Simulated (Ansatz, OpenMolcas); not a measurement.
A ladder of methods for CS (carbon monosulfide)

CS has 2 atoms, charge 0, and is taken as a singlet. As SMILES, `[C-]#[S+]`. The bond length is the measured one.

```xyz
2

C     0.0000    0.0000    0.0000
S     0.0000    0.0000    1.5349
```

Quantity: the energy change with the C1–S2 bond stretched from 1.535 to 1.919 Å, in eV. The values are calculated.

```csv
level,kind,program,value (eV),less FCI/STO-3G,CPU time (all runs)
HF/STO-3G (restricted),Hartree–Fock,Ansatz,3.48,+1.62,0.18 s
BLYP/STO-3G (restricted),GGA,Ansatz,1.72,-0.14,0.61 s
PBE/STO-3G (restricted),GGA,OpenMolcas,1.87,+0.01,6 s
r2SCAN/STO-3G (restricted),meta-GGA,OpenMolcas,2.16,+0.30,6.5 s
r2SCAN0/STO-3G (restricted),hybrid meta-GGA,Ansatz,2.60,+0.74,1.4 s
wB97M-V/STO-3G (restricted),range-separated hybrid,Ansatz,2.66,+0.80,5.5 s
RPA@PBE/STO-3G (restricted),RPA,Ansatz,1.70,-0.16,0.74 s
MP2/STO-3G (restricted),perturbation theory,Ansatz,2.22,+0.36,0.14 s
BCCD(T)/STO-3G (restricted),coupled cluster or CI,Ansatz,1.86,0.00,0.27 s
FCI/STO-3G,exact in the basis,Ansatz,1.86,0.00,0.25 s
```

FCI/STO-3G is exact within its basis and frozen core, so for wave-function methods in that basis the difference is their error; functionals converge differently with the basis, so for them it is only a difference. The first shape isn't each level's own minimum. The values span 1.70 to 3.48 eV. All rows use very small basis sets, so even the best lies far from the true value. CPU times are rough (shared hosts, several kinds of processor): they show what a rung costs within a factor of a few.
